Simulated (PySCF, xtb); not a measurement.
ethylamine (C2H7N), SMILES NCC.

GFN2-xTB (xtb) at its own geometry gives an orbital gap of 11.34 eV and a dipole moment of 1.35 D.

Coordinates come from a B3LYP-D3(BJ)/def2-TZVP optimisation. The values are those of a single conformer.

Problem. What does PBE/def2-TZVPD (PySCF) give? (The exact figures need the calculation; the answer reports its results.)

Solution. gap 5.12 eV (levels -5.38 and -0.26 eV), dipole 1.21 D.
